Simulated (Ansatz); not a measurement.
C2H3F, SMILES C=CF, a geometry optimisation

Computed with Ansatz's Python interface.

Script `opt_c2h3f.py`:
```python
"""Minimum-energy structure of C2H3F."""

import warnings

import ansatz as az
from ase import Atoms
import numpy as np

warnings.simplefilter("ignore", az.DeckWarning)

atoms = Atoms(["C", "C", "F", "H", "H", "H"], positions=[
    (-0.5117, 0.0511, -0.4215),
    (0.4849, -0.0077, 0.3781),
    (0.9168, -1.2005, 0.7678),
    (-0.9924, -0.784, -0.792),
    (-0.9255, 1.0562, -0.7725),
    (1.0699, 0.8209, 0.7938),
])
geometry = az.Crystal.molecule_from_ase(atoms)

base = geometry.calculation()
base = base.basis(gaussian="def2-SVP")
base = base.functional("PBE0")
symbols = [site.symbol for site in geometry.cartesian_sites]
start = np.array([site.position_ang for site in geometry.cartesian_sites], dtype=float)
data = base.relax(force_tolerance=0.01).run(threads=1, backend="cpu").report
end = np.array(data["positions_ang"])

for key in ("converged", "free_energy_ev", "reference_energy_ev", "n_frozen", "n_occupied", "n_virtual"):
    print(f"{key:22s} {data[key]}")

print("bond        before    after (A)")
for i, j in [(0, 1), (0, 3), (0, 4), (1, 2), (1, 5)]:
    d0, d1 = (np.linalg.norm(xyz[i] - xyz[j]) for xyz in (start, end))
    print(f"{symbols[i]}{i}-{symbols[j]}{j}".ljust(10), f"{d0:8.4f} {d1:8.4f}")
```

Running `python opt_c2h3f.py` prints:
```text
converged              True
free_energy_ev         -4829.921432096572
reference_energy_ev    -4829.921432096572
n_frozen               0
n_occupied             [12, 12]
n_virtual              [45, 45]
bond        before    after (A)
C0-C1        1.2791   1.3259
C0-H3        1.0323   1.0919
C0-H4        1.1422   1.0901
C1-F2        1.3271   1.3288
C1-H5        1.0962   1.0952
```

Caveats:
- Total energies depend on the basis set; only differences at equal settings carry meaning.
- The end point is the stationary point reached from this start; no frequency run checks that it is a minimum, and the basis set is modest.
- It ran for 7.1 s on 1 thread of Arm Neoverse V2, with other jobs on the host, peak memory 0.18 GiB.

(Lines on the test bed's own set-up are left out of the output.)
